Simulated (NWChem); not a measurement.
System: Li$_{2}$; SMILES [Li][Li]

The following NWChem deck was run.

```
start job
memory heap 200 mb stack 900 mb global 1100 mb
geometry units angstroms
  Li     0.000000     0.000000    -1.393559
  Li     0.000000     0.000000     1.393559
end
basis spherical
  * library 6-31g*
end
dft
  xc hfexch
  iterations 150
end
driver
  maxiter 120
end
task dft optimize
task dft freq
```

Output (shortened):

```
             Northwest Computational Chemistry Package (NWChem) 7.3.0
             --------------------------------------------------------

 ORDER OF PRIMARY AXIS IS BEING SET TO 4
 D4H symmetry detected

                             Geometry "geometry" -> ""
                             -------------------------

 Output coordinates in angstroms (scale by  1.889725989 to convert to a.u.)

  No.       Tag          Charge          X              Y              Z
 ---- ---------------- ---------- -------------- -------------- --------------
    1 Li                   3.0000     0.00000000     0.00000000    -1.39355900
    2 Li                   3.0000     0.00000000     0.00000000     1.39355900

 Effective nuclear repulsion energy (a.u.)       1.7087885195

      Symmetry information
      --------------------

 Group name             D4h
 Group number             28
 Group order              16
 No. of unique centers     1

                                Z-matrix (autoz)
                                --------

 Units are Angstrom for bonds and degrees for angles

      Type          Name      I     J     K     L     M      Value
      ----------- --------  ----- ----- ----- ----- ----- ----------
    1 Stretch                  1     2                       2.78712

  xc_inp: hfexch multiplicative factor not found.

                           NWChem Geometry Optimization
                           ----------------------------

 maximum gradient threshold         (gmax) =   0.000450
 rms gradient threshold             (grms) =   0.000300
 maximum cartesian step threshold   (xmax) =   0.001800
 rms cartesian step threshold       (xrms) =   0.001200
 fixed trust radius                (trust) =   0.300000
 source of zmatrix                         =   autoz

          -------------------
          Energy Minimization
          -------------------

 Using diagonal initial Hessian
 Scaling for Hessian diagonals: bonds = 1.00  angles = 0.25  torsions = 0.10

          --------
          Step   0

                                 NWChem DFT Module
                                 -----------------

 Summary of "ao basis" -> "ao basis" (spherical)
 ------------------------------------------------------------------------------
       Tag                 Description            Shells   Functions and Types
 ---------------- ------------------------------  ------  ---------------------
 Li                          6-31g*                  6       14   3s2p1d

      Symmetry analysis of basis
      --------------------------

        a1g         6
        a1u         0
        a2g         0
        a2u         6
        b1g         1
        b1u         1
        b2g         1
        b2u         1
        eg          6
        eu          6

            General Information
            -------------------
          SCF calculation type: DFT
          Wavefunction type:  closed shell.
          No. of atoms     :     2
          No. of electrons :     6
           Alpha electrons :     3
            Beta electrons :     3
          Charge           :     0
          Spin multiplicity:     1
          Use of symmetry is: on ; symmetry adaption is: on
          Maximum number of iterations: 150
          AO basis - number of functions:    28
                     number of shells:    12
          Convergence on energy requested:  1.00D-06
          Convergence on density requested:  1.00D-05
          Convergence on gradient requested:  5.00D-04

              XC Information
              --------------
                     Hartree-Fock (Exact) Exchange  1.000

      Superposition of Atomic Density Guess
      -------------------------------------

 Sum of atomic energies:         -14.86246989

      Non-variational initial energy
      ------------------------------

 Total energy =     -14.794926
 1-e energy   =     -22.844987
 2-e energy   =       6.341272
 HOMO         =      -0.155013
 LUMO         =      -0.016563

      Symmetry analysis of molecular orbitals - initial
      -------------------------------------------------

 !! scf_movecs_sym_adapt:    4 vectors were symmetry contaminated

  Symmetry fudging

 !! scf_movecs_sym_adapt:    4 vectors were symmetry contaminated

  Numbering of irreducible representations:

     1 a1g         2 a1u         3 a2g         4 a2u         5 b1g
     6 b1u         7 b2g         8 b2u         9 eg         10 eu

  Orbital symmetries:

     1 a1g         2 a2u         3 a1g         4 a2u         5 eu
     6 eu          7 a1g         8 eg          9 eg         10 a2u
    11 a1g        12 eu         13 eu

   convergence    iter        energy       DeltaE   RMS-Dens  Diis-err
 ---------------- ----- ----------------- --------- --------- ---------
 d= 0,ls=0.0,diis     1    -14.8653935578 -1.66D+01  2.36D-03  1.43D-03

 !! scf_movecs_sym_adapt:    4 vectors were symmetry contaminated

  Symmetry fudging
 d= 0,ls=0.0,diis     2    -14.8662650798 -8.72D-04  1.27D-03  1.71D-04

 !! scf_movecs_sym_adapt:    4 vectors were symmetry contaminated

  Symmetry fudging
 d= 0,ls=0.0,diis     3    -14.8664278382 -1.63D-04  2.69D-04  2.90D-06

 !! scf_movecs_sym_adapt:    4 vectors were symmetry contaminated

  Symmetry fudging

 !! scf_movecs_sym_adapt:    4 vectors were symmetry contaminated

 d= 0,ls=0.0,diis     4    -14.8664318514 -4.01D-06  4.36D-05  4.44D-08

 !! scf_movecs_sym_adapt:    2 vectors were symmetry contaminated

  Symmetry fudging

 !! scf_movecs_sym_adapt:    2 vectors were symmetry contaminated

 d= 0,ls=0.0,diis     5    -14.8664319037 -5.23D-08  7.26D-06  8.97D-10

         Total DFT energy =      -14.866431903656
      One electron energy =      -23.027747511432
           Coulomb energy =       10.023555458724
    Exchange-Corr. energy =       -3.571028370486
 Nuclear repulsion energy =        1.708788519538

 Numeric. integr. density =        0.000000000000

                  Occupations of the irreducible representations
                  ----------------------------------------------

                     irrep           alpha         beta
                     --------     --------     --------
                     a1g               2.0          2.0
                     a1u               0.0          0.0
                     a2g               0.0          0.0
                     a2u               1.0          1.0
                     b1g               0.0          0.0
                     b1u               0.0          0.0
                     b2g               0.0          0.0
                     b2u               0.0          0.0
                     eg                0.0          0.0
                     eu                0.0          0.0

                       DFT Final Molecular Orbital Analysis
                       ------------------------------------

 Vector    1  Occ=2.000000D+00  E=-2.442947D+00  Symmetry=a1g
              MO Center= -5.2D-48,  3.5D-47, -5.8D-16, r^2= 2.1D+00
   Bfn.  Coefficient  Atom+Function         Bfn.  Coefficient  Atom+Function
  ----- ------------  ---------------      ----- ------------  ---------------
     1      0.706235  1 Li s                 15      0.706235  2 Li s

 Vector    2  Occ=2.000000D+00  E=-2.442740D+00  Symmetry=a2u
              MO Center=  3.8D-55, -1.6D-54, -7.9D-17, r^2= 2.1D+00
   Bfn.  Coefficient  Atom+Function         Bfn.  Coefficient  Atom+Function
  ----- ------------  ---------------      ----- ------------  ---------------
     1      0.706644  1 Li s                 15     -0.706644  2 Li s

 Vector    3  Occ=2.000000D+00  E=-1.756677D-01  Symmetry=a1g
              MO Center= -9.7D-21,  1.8D-19,  1.3D-16, r^2= 5.2D+00
   Bfn.  Coefficient  Atom+Function         Bfn.  Coefficient  Atom+Function
  ----- ------------  ---------------      ----- ------------  ---------------
     6      0.366561  1 Li s                 20      0.366561  2 Li s
     2      0.199876  1 Li s                 16      0.199876  2 Li s
     1     -0.147007  1 Li s                 15     -0.147007  2 Li s
     5      0.105816  1 Li pz                19     -0.105816  2 Li pz

 Vector    4  Occ=0.000000D+00  E= 1.588546D-02  Symmetry=a2u
              MO Center=  6.5D-17, -2.6D-16,  5.5D-15, r^2= 1.4D+01
   Bfn.  Coefficient  Atom+Function         Bfn.  Coefficient  Atom+Function
  ----- ------------  ---------------      ----- ------------  ---------------
     9      0.763789  1 Li pz                23      0.763789  2 Li pz
     6      0.220911  1 Li s                 20     -0.220911  2 Li s
     1      0.096287  1 Li s                 15     -0.096287  2 Li s
     2     -0.090759  1 Li s                 16      0.090759  2 Li s
     5      0.038681  1 Li pz                19      0.038681  2 Li pz

 Vector    5  Occ=0.000000D+00  E= 4.626460D-02  Symmetry=eu
              MO Center=  2.8D-18,  3.5D-16, -3.9D-17, r^2= 1.0D+01
   Bfn.  Coefficient  Atom+Function         Bfn.  Coefficient  Atom+Function
  ----- ------------  ---------------      ----- ------------  ---------------
     8      0.511462  1 Li py                22      0.511462  2 Li py
     4      0.061060  1 Li py                18      0.061060  2 Li py

 Vector    6  Occ=0.000000D+00  E= 4.626460D-02  Symmetry=eu
              MO Center=  1.3D-16, -1.5D-16,  6.0D-15, r^2= 1.0D+01
   Bfn.  Coefficient  Atom+Function         Bfn.  Coefficient  Atom+Function
  ----- ------------  ---------------      ----- ------------  ---------------
     7      0.511462  1 Li px                21      0.511462  2 Li px
     3      0.061060  1 Li px                17      0.061060  2 Li px

     Multipole analysis of the density
     ---------------------------------

     L   x y z        total         alpha         beta         nuclear
     -   - - -        -----         -----         ----         -------
     0   0 0 0     -0.000000     -3.000000     -3.000000      6.000000

     1   1 0 0      0.000000      0.000000      0.000000      0.000000
     1   0 1 0     -0.000000     -0.000000     -0.000000      0.000000
     1   0 0 1     -0.000000     -0.000000     -0.000000      0.000000

[...]

      ----------------------
      Optimization converged
      ----------------------

  Step       Energy      Delta E   Gmax     Grms     Xrms     Xmax
  ---- ---------------- -------- -------- -------- -------- --------
@    3     -14.86644794 -1.2D-08  0.00000  0.00000  0.00033  0.00057
                                     ok       ok       ok       ok

                                Z-matrix (autoz)
                                --------

 Units are Angstrom for bonds and degrees for angles

      Type          Name      I     J     K     L     M      Value     Gradient
      ----------- --------  ----- ----- ----- ----- ----- ---------- ----------
    1 Stretch                  1     2                       2.81113   -0.00000

                         Geometry "geometry" -> "geometry"
                         ---------------------------------

 Output coordinates in angstroms (scale by  1.889725989 to convert to a.u.)

  No.       Tag          Charge          X              Y              Z
 ---- ---------------- ---------- -------------- -------------- --------------
    1 Li                   3.0000     0.00000000     0.00000000    -1.40556508
    2 Li                   3.0000     0.00000000     0.00000000     1.40556508

 Effective nuclear repulsion energy (a.u.)       1.6941923626

      Symmetry information
      --------------------

 Group name             D4h
 Group number             28
 Group order              16
 No. of unique centers     1

                Final and change from initial internal coordinates
                --------------------------------------------------

                                Z-matrix (autoz)
                                --------

 Units are Angstrom for bonds and degrees for angles

      Type          Name      I     J     K     L     M      Value       Change
      ----------- --------  ----- ----- ----- ----- ----- ---------- ----------
    1 Stretch                  1     2                       2.81113    0.02401

 ==============================================================================
                                internuclear distances
 ------------------------------------------------------------------------------
       center one      |      center two      | atomic units |  angstroms
 ------------------------------------------------------------------------------
    2 Li               |   1 Li               |     5.31227  |     2.81113
 ------------------------------------------------------------------------------
                         number of included internuclear distances:          1
 ==============================================================================

[second-derivative integrals and response iterations left out]

  Vibrational analysis via the FX method

  See chapter 2 in "Molecular Vibrations" by Wilson, Decius and Cross

  Vib: Default input used

 ---------------------------- Atom information ----------------------------
     atom    #        X              Y              Z            mass
 --------------------------------------------------------------------------
    Li       1  0.0000000D+00  0.0000000D+00 -2.6561329D+00  7.0160000D+00
    Li       2  0.0000000D+00  0.0000000D+00  2.6561329D+00  7.0160000D+00
 --------------------------------------------------------------------------

[unprojected Hessian and modes left out]

        Vibrational analysis via the FX method
  --- with translations and rotations projected out ---
  --- via the Eckart algorithm                      ---
 Dependent rotation vector no.                    3
  found in ECKART; assuming linear geometry
 Projected Nuclear Hessian trans-rot subspace norm:3.0093D-36
                         (should be close to zero!)

[projected Hessian left out]

 Rotational Constants
 --------------------
 A=   0.000000 cm-1  (  0.000000 K)
 B=   0.608105 cm-1  (  0.874908 K)
 C=   0.608105 cm-1  (  0.874908 K)

 Temperature                      =   298.15K
 frequency scaling parameter      =   1.0000

 Linear Molecule

 Zero-Point correction to Energy  =    0.485 kcal/mol  (  0.000773 au)
 Thermal correction to Energy     =    2.200 kcal/mol  (  0.003506 au)
 Thermal correction to Enthalpy   =    2.792 kcal/mol  (  0.004449 au)

 Total Entropy                    =   47.255 cal/mol-K
   - Translational                =   33.849 cal/mol-K (mol. weight =  14.0320)
   - Rotational                   =   12.192 cal/mol-K (symmetry #  =        2)
   - Vibrational                  =    1.213 cal/mol-K

 Cv (constant volume heat capacity) =    6.561 cal/mol-K
   - Translational                  =    2.979 cal/mol-K
   - Rotational                     =    1.986 cal/mol-K
   - Vibrational                    =    1.596 cal/mol-K

[normal modes left out]

 ----------------------------------------------------------------------------
 Normal Eigenvalue ||           Projected Infra Red Intensities
  Mode   [cm**-1]  || [atomic units] [(debye/angs)**2] [(KM/mol)] [arbitrary]
 ------ ---------- || -------------- ----------------- ---------- -----------
    1       -0.000 ||    0.000000           0.000         0.000       5.246
    2        0.000 ||    0.000000           0.000         0.000       7.513
    3        0.000 ||    0.000000           0.000         0.000      40.868
    4        0.000 ||    0.000000           0.000         0.000       2.583
    5        0.000 ||    0.000000           0.000         0.000       3.097
    6      339.632 ||    0.000000           0.000         0.000       0.693
 ----------------------------------------------------------------------------
```

Level: Hartree-Fock/6-31G* (spherical d).
